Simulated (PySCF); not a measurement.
# One shape, several levels: [B2H4]− (SMILES B[BH2-])

We compute a comparison of 5 runs (U-wB97X-V/STO-6G, UB2PLYP/STO-6G, UM06-2X/STO-6G, NEVPT2(3,3)/STO-6G, ROCCSD(T)/STO-6G) of [B2H4]−. 

Program for the calculation: PySCF 2.14.0.

7 further runs of the same task are left out: 5 that didn't finish, 2 set aside as unsound or not needed.

## Step 1: The molecule

[B2H4]− has 6 atoms, charge -1, and is taken as a doublet. SMILES: `B[BH2-]`. The B1–H4 distance was set to 1.475 Å, away from the relaxed value.

Bond lengths: B1–B2 1.583 Å, B1–H3 1.228 Å, B2–H5 1.229 Å, B2–H6 1.228 Å. Angles: B1–B2–H5 124.8°, B1–B2–H6 125.3°, B2–B1–H3 125.2°, H5–B2–H6 109.9°. A long bond or contact: B1–H4 1.475 Å.

## Step 2: The energy at U-wB97X-V/STO-6G (run 1)

calc.py

```python
from pyscf import gto, dft

system = gto.Mole()
system.atom = '''
B     -0.191876    -0.628614     0.173759
B      0.148994     0.916486     0.226389
H     -0.600766    -1.296064     1.120069
H     -0.069910    -1.485390    -1.020680
H      0.555374     1.578256    -0.726331
H      0.056564     1.629256     1.222089
'''
system.spin = 1
system.charge = -1
system.max_memory = 1860
system.basis = 'sto-6g'
system.verbose = 3
system.build()

mf = dft.UKS(system, xc='wb97x-v')
mf.nlcgrids.level = 1
mf.grids.level = 5
mf.conv_tol = 1e-10
mf.kernel()
if not mf.converged:
    mf = mf.newton().run(mf.mo_coeff, mf.mo_occ)

energy = mf.e_tot
print('E(%s) = %.9f' % ('WB97X-V', energy))
```

Started as:

```console
$ OMP_NUM_THREADS=1 python calc.py
```

The log of the run:

```text
WARN: HOMO -0.0648235362954205 >= LUMO -0.0648235362954203

converged SCF energy = -51.7765644276118  <S^2> = 0.75142027  2S+1 = 2.0014198
E(WB97X-V) = -51.776564428
```

Run time: 23 s. Hardware: 1 thread of Arm Neoverse V1, shared host; peak memory 0.19 GiB.

## Step 3: A single-point energy at UB2PLYP/STO-6G (run 2)

calc.py

```python
from pyscf import gto, dft, mp

molecule = gto.M(
    atom=[
    ('B', (-0.191876, -0.628614, 0.173759)),
    ('B', (0.148994, 0.916486, 0.226389)),
    ('H', (-0.600766, -1.296064, 1.120069)),
    ('H', (-0.069910, -1.485390, -1.020680)),
    ('H', (0.555374, 1.578256, -0.726331)),
    ('H', (0.056564, 1.629256, 1.222089)),
],
    spin=1,
    basis='sto-6g',
    charge=-1,
    verbose=3,
    max_memory=1860,
)

calc0 = dft.UKS(molecule)
calc0.xc = '0.53*HF + 0.47*B88, 0.73*LYP'
calc0.conv_tol = 1e-10
calc0.grids.level = 5
calc0.kernel()
if not calc0.converged:
    calc0 = calc0.newton().run(calc0.mo_coeff, calc0.mo_occ)

pt = mp.MP2(calc0, frozen=2).run()
e_final = calc0.e_tot + 0.27 * pt.e_corr
print('PT2 part  %.8f' % (0.27 * pt.e_corr))
print('Final energy', e_final)
```

Started as:

```console
$ OMP_NUM_THREADS=1 python calc.py
```

The log of the run:

```text
WARN: HOMO -0.0752540326128861 >= LUMO -0.0752540326128858

converged SCF energy = -51.6463740450603  <S^2> = 0.75276745  2S+1 = 2.0027655
E(UMP2) = -51.747389344479  E_corr = -0.101015299418629
E(SCS-UMP2) = -51.7584641141043  E_corr = -0.112090069044011
PT2 part  -0.02727413
Final energy -51.67364817590337
```

Run time: 4.2 s. Hardware: 1 thread of Arm Neoverse V1, shared host; peak memory 0.18 GiB.

Runs 3 to 4 aren't shown in full; the table further down has their settings and results.

## Step 4: A single-point energy at ROCCSD(T)/STO-6G (run 5)

calc.py

```python
from pyscf import gto, scf, cc

mol = gto.Mole()
mol.atom = '''
B     -0.362593    -1.187908     0.328357
B      0.281558     1.731908     0.427813
H     -1.135283    -2.449206     2.116624
H     -0.132111    -2.806980    -1.928806
H      1.049505     2.982472    -1.372567
H      0.106890     3.078848     2.309414
'''
mol.unit = 'bohr'
mol.verbose = 3
mol.basis = 'sto-6g'
mol.spin = 1
mol.max_memory = 1860
mol.charge = -1
mol.build()

myscf = scf.ROHF(mol)
myscf.conv_tol = 1e-10
myscf.kernel()
if not myscf.converged:
    myscf = myscf.newton().run(myscf.mo_coeff, myscf.mo_occ)

mycc = cc.CCSD(myscf, frozen=2)
mycc.kernel()
e_t = mycc.ccsd_t()
e_tot = mycc.e_tot + e_t
print(f'total energy: {e_tot:.8f} hartree')
```

Started as:

```console
$ OMP_NUM_THREADS=1 python calc.py
```

The log of the run:

```text
converged SCF energy = -51.3389963897379

WARN: RCCSD method does not support ROHF method. ROHF object is converted to UHF object and UCCSD method is called.

E(UCCSD) = -51.45239735757764  E_corr = -0.1134009678397127
UCCSD(T) correction = -0.000909458254598818
total energy: -51.45330682 hartree
```

Run time: 0.95 s. Hardware: 1 thread of Arm Neoverse V1, shared host; peak memory 0.12 GiB.

## Step 5: All runs side by side

| run | level | nlc grid | frozen core orbitals | energy (Eh) | HOMO energy (eV) | LUMO energy (eV) | ⟨S²⟩ | wall time |
| --- | --- | --- | --- | --- | --- | --- | --- | --- |
| 1 | U-wB97X-V/STO-6G | 1 | – | -51.776564 | 2.13 | 10.94 | 0.751 | 23 s |
| 2 | UB2PLYP/STO-6G | – | 2 | -51.673648 | 3.45 | 10.49 | 0.753 | 4.2 s |
| 3 | UM06-2X/STO-6G | – | – | -51.757800 | 3.46 | 10.09 | 0.753 | 6 s |
| 4 | NEVPT2(3,3)/STO-6G | – | – | -51.428308 | – | – | – | 0.99 s |
| 5 | ROCCSD(T)/STO-6G | – | 2 | -51.453307 | – | – | 0.750 | 0.95 s |

## Step 6: Results

| quantity | value |
| --- | --- |
| run 5: total energy | -51.45331 Eh |
| run 5: correlation energy (2 core orbitals frozen) | -114.3 mEh |
| run 5: (T) correction | -0.91 mEh |
| run 5: ⟨S²⟩ of the reference determinant | 0.750 |
| run 5: T1 diagnostic | 0.010 |

**Reading.** Totals of different functionals can't be ranked against each other. In runs 1, 2, 3, 4, 5 the HOMO lies above zero, so the outermost electron may be held by the basis alone. In runs 1, 2, 3, 4, 5 the basis is minimal, so the values are rough. All runs together took 35 s, the longest 23 s.
